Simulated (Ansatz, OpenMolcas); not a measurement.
## The same job for Ansatz

This OpenMolcas 26.06 job computes doublet CH3BO+:

test.inp:
```
&GATEWAY
  BASLIB=$CurrDir
  BASISSET
  B.def2-TZVP....
  B1 -0.275160 0.419730 -0.199910 angstrom
  End of Basis
  BASISSET
  C.def2-TZVP....
  C2 0.494180 -0.755680 0.359250 angstrom
  End of Basis
  BASISSET
  O.def2-TZVP....
  O3 1.068320 -1.631140 0.776320 angstrom
  End of Basis
  BASISSET
  H.def2-TZVP....
  H4 -1.437140 0.121710 -0.050320 angstrom
  H5 0.069540 0.485120 -1.356800 angstrom
  H6 0.080260 1.360240 0.471460 angstrom
  End of Basis

&SEWARD
  GRIDINPUT
  Grid=UltraFine
  End of Grid

&SCF
  UHF
  CHARGE=1
  SPIN=2
  KSDFT=revPBE
  THRESHOLDS=1e-10 1e-07 1e-07 1e-05
  PRORBITALS=1
```

```bash
$ export MOLCAS_MEM=1860
$ pymolcas test.inp > test.log
```

(Basis files named in the input come from the Basis Set Exchange and aren't shown.)

The coordinates come from a PBE0-D4/def2-TZVP relaxation. That shape belongs to the parent species and isn't relaxed for this state.

It gives a total energy of -139.547247 Eh.

Task: Write the same calculation for Ansatz 0.2.0 as an input file of the program's own.

Result: For example:

job.yaml:
```yaml
crystal:
  periodic: [false, false, false]
  atoms:
    - {symbol: B, position_ang: [-0.275160, 0.419730, -0.199910]}
    - {symbol: C, position_ang: [0.494180, -0.755680, 0.359250]}
    - {symbol: O, position_ang: [1.068320, -1.631140, 0.776320]}
    - {symbol: H, position_ang: [-1.437140, 0.121710, -0.050320]}
    - {symbol: H, position_ang: [0.069540, 0.485120, -1.356800]}
    - {symbol: H, position_ang: [0.080260, 1.360240, 0.471460]}
basis:
  gaussian:
    orbitals: def2-TZVP
total_charge: 1
magnetization:
  spin_polarized: true
  initial_magnetization: 1
hamiltonian:
  xc: {name: revPBE}
accuracy: high
output: {orbitals: {seedname: orbitals}}
```

```bash
$ ansatz run job.yaml --threads 1 --pin off --max-ram 3480MiB --events-out events.jsonl --progress --plain --runs-dir runs
```

Its energy is -139.547259 Eh, 0.012 mEh from the first.
